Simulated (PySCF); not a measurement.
Molecule: `[C-]#[O+]`, CO.

Geometry:
| atom | x (Å) | y (Å) | z (Å) |
| --- | --- | --- | --- |
| C1 | 0.587 | -0.080 | 0.007 |
| O2 | -0.538 | -0.007 | -0.029 |

Geometry PBE0-D3(BJ)/def2-SVP throughout; GIAO in PySCF, gas phase, one conformer, non-relativistic; equivalent atoms averaged; functional PBE0.

Problem. How do the absolute shieldings σ depend on the basis set? (ppm; last column core-seconds on shared hosts with different chips, so compare them loosely)

Solution. 
```tsv
basis set	functions	C1	O2	core-s
STO-3G	10	51.8	35.9	0.19
6-31G	18	8.9	-74.4	0.51
pcSseg-0	18	-20.4	-116.5	0.8
6-31G*	28	13.9	-41.9	0.56
def2-SVP	28	8.6	-43.7	0.53
cc-pVDZ	28	9.0	-50.3	0.96
pcSseg-1	34	-17.6	-88.9	1.6
aug-cc-pVDZ	46	5.7	-41.7	1.1
6-311+G(2d,p)	54	-9.0	-72.6	0.73
cc-pVTZ	60	-9.2	-76.6	1.3
def2-TZVP	62	-10.8	-78.5	0.85
IGLO-III	70	-17.3	-82.9	1.4
pcSseg-2	72	-18.8	-85.2	0.83
pcSseg-3	144	-19.6	-85.9	3.7
```

Problem. Which nucleus moves most, in ppm?

Solution. O2 (oxygen bonded to C): from -116.5 ppm with pcSseg-0 to 35.9 ppm with STO-3G. The smallest spread is 72.2 ppm, at C1.

Problem. Taking the largest basis, pcSseg-3 (144 functions), as the yardstick, rank the others by their worst heavy-atom deviation.

Solution. pcSseg-2 0.8 ppm (72 functions), pcSseg-1 3.0 ppm (34 functions), IGLO-III 3.0 ppm (70 functions), def2-TZVP 8.9 ppm (62 functions), cc-pVTZ 10.4 ppm (60 functions), 6-311+G(2d,p) 13.3 ppm (54 functions), 6-31G 28.5 ppm (18 functions), pcSseg-0 30.5 ppm (18 functions), cc-pVDZ 35.7 ppm (28 functions), def2-SVP 42.2 ppm (28 functions), 6-31G* 44.0 ppm (28 functions), aug-cc-pVDZ 44.3 ppm (46 functions), STO-3G 121.8 ppm (10 functions).

A small basis that lands close on one nucleus may do so by chance; judge by the trend and by all nuclei.
